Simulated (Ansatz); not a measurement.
# C₃H₅FO: basis-set convergence

The task here is to estimate one member of a computed series from the others.

Method: one geometry, several basis sets; program: Ansatz 0.2.0, Gaussian basis.

Levels to be run: PBE0-D4/def2-SVP; ωB97M-V/def2-SVP; PBE0-D4/def2-QZVPP; ωB97M-V/def2-QZVPP; the functionals' def2-TZVPP values are taken from earlier runs.

## Structure used throughout

All runs share one geometry, relaxed beforehand with PBE0-D4 in a triple-zeta def2 set.

SMILES `C/C=C(\O)F`, 10 atoms, charge 0, spin multiplicity 1.

Atoms are counted from 1 here; the program's logs count them from 0.

Bond lengths: C1–C2 1.490 Å, C1–H6 1.094 Å, C1–H7 1.090 Å, C1–H8 1.094 Å, C2–C3 1.321 Å, C2–H9 1.083 Å, C3–O4 1.339 Å, C3–F5 1.341 Å, O4–H10 0.963 Å. Angles: C2–C1–H6 111.1°, C2–C1–H7 111.3°, C2–C1–H8 111.4°, H6–C1–H7 108.0°, H6–C1–H8 107.0°, H7–C1–H8 107.8°, C1–C2–C3 123.8°, C1–C2–H9 119.9°, C3–C2–H9 116.2°, C2–C3–O4 126.5°, C2–C3–F5 121.9°, O4–C3–F5 111.6°, C3–O4–H10 108.7°.

Set-up of the first run:

Input file in.yaml:

```yaml
crystal:
  periodic: [false, false, false]
  atoms:
    - {symbol: C, position_ang: [-1.142616, -0.793807, 0.097320]}
    - {symbol: C, position_ang: [-0.200441, 0.234780, 0.621197]}
    - {symbol: C, position_ang: [0.902564, 0.608269, -0.003097]}
    - {symbol: O, position_ang: [1.374815, 0.108832, -1.152088]}
    - {symbol: F, position_ang: [1.711521, 1.555874, 0.492991]}
    - {symbol: H, position_ang: [-2.158174, -0.394566, 0.019322]}
    - {symbol: H, position_ang: [-0.839692, -1.141369, -0.890663]}
    - {symbol: H, position_ang: [-1.190728, -1.664483, 0.758687]}
    - {symbol: H, position_ang: [-0.396709, 0.712456, 1.572615]}
    - {symbol: H, position_ang: [2.022460, 0.722813, -1.513183]}
basis:
  gaussian: {orbitals: def2-SVP}
hamiltonian: {xc: pbe0, dispersion: d4}
output: {orbitals: {seedname: orbitals}}
```

Started as:

```bash
> ansatz run in.yaml --threads 4 --pin off --events-out ev --progress --plain --max-ram 10444MiB
```

Among the steps run: PBE0-D4 in def2-SVP; ωB97M-V in def2-SVP; PBE0-D4 in def2-QZVPP; ωB97M-V in def2-QZVPP.

One of the session's tables, all rows but one given; the rest of the session is left out.

It belongs to the step «Functionals by basis». 

```
functional       basis  HOMO (eV)  LUMO (eV)
   PBE0-D4    def2-SVP          ?          ?
   PBE0-D4  def2-TZVPP      -6.51       0.99
   PBE0-D4  def2-QZVPP      -6.55       0.54
   ωB97M-V    def2-SVP      -8.61       3.32
   ωB97M-V  def2-TZVPP      -8.76       2.43
   ωB97M-V  def2-QZVPP      -8.80       1.71
```

**Question.** Estimate the row for PBE0-D4, def2-SVP.

As computed: HOMO (eV): -6.38; LUMO (eV): 1.54. In the column «HOMO (eV)» it is the highest.
